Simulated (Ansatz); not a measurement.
# Structure relaxation of ZnPb2N2

Computed with DFT PBE, scalar-relativistic, plane waves, PAW (Ansatz 0.2.0). Cutoff 420 eV, Γ-centred k mesh, Gaussian smearing, no spin polarisation in the final step.

This is the end of a relaxation of cell and atoms.

```yaml
crystal:
  lattice:
    - [3.65670, 0.00000, 0.00000]
    - [0.00000, 11.54367, 0.00000]
    - [0.00000, 0.00000, 6.83948]
  atoms:
    - { symbol: Zn, position: [0.50000, 0.50000, 0.60371] }
    - { symbol: Zn, position: [0.00000, 0.00000, 0.39629] }
    - { symbol: Pb, position: [0.50000, 0.74119, 0.27701] }
    - { symbol: Pb, position: [0.50000, 0.25881, 0.27701] }
    - { symbol: Pb, position: [0.00000, 0.75881, 0.72299] }
    - { symbol: Pb, position: [0.00000, 0.24119, 0.72299] }
    - { symbol: N, position: [0.50000, 0.34219, 0.59361] }
    - { symbol: N, position: [0.50000, 0.65781, 0.59361] }
    - { symbol: N, position: [0.00000, 0.15781, 0.40639] }
    - { symbol: N, position: [0.00000, 0.84219, 0.40639] }
```

Formation energies are uncorrected and refer to the elements' standard structures at the same level (N₂ as a molecule).

What space group does it have?

Pmmn (No. 59). Conventional cell: a = 3.657 Å, b = 11.544 Å, c = 6.839 Å. Around Zn lie 2 N at 1.82 Å; Pb is coordinated by 3 N at 2.34–2.37 Å; N is coordinated by 1 Zn at 1.82 Å and 3 Pb at 2.34–2.37 Å.

What is its formation energy per atom?

0.385 eV/atom.

Is it a metal?

No, the gap on the 8×4×4 mesh is 0.70 eV.

The final run used a 8×4×4 mesh on its 10-atom cell and 0.02 eV smearing. No dispersion correction is applied, so the spacing between layers, chains or molecules is poorly fixed, and with it the volume and density. Spin–orbit coupling is left out.

Cost: 2 runs of about 9.3 core-minutes in all, on Intel Xeon Platinum 8375C (Ice Lake) (shared hosts).